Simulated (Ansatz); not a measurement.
System: rock-salt SnTe (cubic form, which distorts at low temperature). Method: HSE06+SOC (PAW; Ansatz, a first-principles code).

Settings: plane-wave cutoff 460 eV, 6×6×6 k mesh, Fermi–Dirac smearing 0.01 eV, PAW data made under PBE.

The cell has the measured lattice: a = 6.3160 Å, b = 6.3160 Å, c = 6.3160 Å, α = 90.00°, β = 90.00°, γ = 90.00°.

Give the computed band gap and direct gap at Γ.


- band gap = 0.10 eV (direct)
- direct gap at Γ = 5.47 eV

Measured, for comparison: band gap 0.3 eV (4 K, zero-point motion not removed, bulk gap, ARPES or transport; rounded; as tabulated in Ando (2013), arXiv:1304.5693). Computed (rounded) less measured: band gap -0.20 eV.

Note: symmetry holds this phase in the static calculation, where it need not be a minimum; cell and atoms aren't relaxed at this level (pressure 0.7 GPa).

The computed numbers hold no vibrational or temperature effects.
